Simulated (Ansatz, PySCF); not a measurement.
Members of the series CXY, Y = methyl; each row names its spin state. Gas-phase values, no solvent. One relaxed conformer stands for each flexible species; it need not be the lowest. Strings in code marks are SMILES.

Quantity: adiabatic spin-state energy, in kcal/mol.

Level 1: B3LYP-D3(BJ)/def2-TZVP (PySCF)
Level 2: HSE06/cc-pVTZ // B3LYP-D3(BJ)/def2-TZVP (Ansatz, a program for electronic structure)
Level 3: LC-ωPBE/cc-pVTZ // B3LYP-D3(BJ)/def2-TZVP (Ansatz)
Level 4: PBE/cc-pVTZ // B3LYP-D3(BJ)/def2-TZVP (Ansatz)

```csv
species,level 2,level 3,level 4
`C[C]F`: multiplicity 3 minus multiplicity 1,13.9,12.8,16.7
`C[C]O`: multiplicity 3 minus multiplicity 1,24.5,23.8,26.4
`B[C]C`: multiplicity 3 minus multiplicity 1,12.7,9.14,17.7
```

What does level 1 give for each?


- `C[C]F`: multiplicity 3 minus multiplicity 1: 18.2
- `C[C]O`: multiplicity 3 minus multiplicity 1: 28.3
- `B[C]C`: multiplicity 3 minus multiplicity 1: 15.5
